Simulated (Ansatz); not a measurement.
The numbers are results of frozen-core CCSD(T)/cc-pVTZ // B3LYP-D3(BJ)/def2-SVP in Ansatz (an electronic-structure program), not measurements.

Ansatz 0.2 input:
```yaml
crystal:
  periodic: [false, false, false]
  atoms:
    - { symbol: S, position_ang: [0.062791, 0.622399, -0.000001] }
    - { symbol: H, position_ang: [0.936928, -0.40889, -0.000003] }
    - { symbol: H, position_ang: [-0.999721, -0.213509, 0.000004] }
basis:
  gaussian: { orbitals: cc-pVTZ }
correlation:
  method: ccsd_t
```

Output:

```
Functional definition: HF
340 factors; integrals over basis functions are off by at most 8.3e-4 eV
mean field evaluation 1: about -10848.9571 eV, gradient 1.1e1 eV
mean field evaluation 2: about -10848.9586 eV, gradient 1.1e1 eV
mean field evaluation 4: about -10849.5080 eV, gradient 1.3e0 eV
mean field evaluation 8: about -10849.5198 eV, gradient 7.4e-4 eV
mean field evaluation 16: about -10849.5198 eV, gradient 3.3e-6 eV
mean field -10849.51979280 eV, -398.7124983169 hartree, gradient 3.3e-6 eV, S^2 0.000000; 0 other end points of the search recorded, 0 dependent functions left out
5 core orbitals not correlated
reference -10849.51979280 eV, -398.7124983169 hartree; 4, 4 occupied and 53, 53 virtual orbitals, 340 factors
second order -5.19392626 eV of doubles, -0.00000000 eV of singles
cycle   1  -5.67261648 eV  change   -4.8e-1 eV  update   4.8e-2
cycle   2  -5.83880143 eV  change   -1.7e-1 eV  update   1.5e-2
cycle   3  -5.84805762 eV  change   -9.3e-3 eV  update   3.7e-3
cycle   4  -5.84737283 eV  change    6.8e-4 eV  update   1.0e-3
cycle   5  -5.84703638 eV  change    3.4e-4 eV  update   2.4e-4
cycle   6  -5.84705506 eV  change   -1.9e-5 eV  update   7.6e-5
cycle   7  -5.84705439 eV  change    6.7e-7 eV  update   2.2e-5
cycle   8  -5.84705188 eV  change    2.5e-6 eV  update   6.1e-6
perturbative correction -0.21521112 eV, -0.0079088629 hartree
Total energy: -10855.58205580 eV, -398.9352823730 hartree
```

Cost: very roughly 1.0 core-seconds.
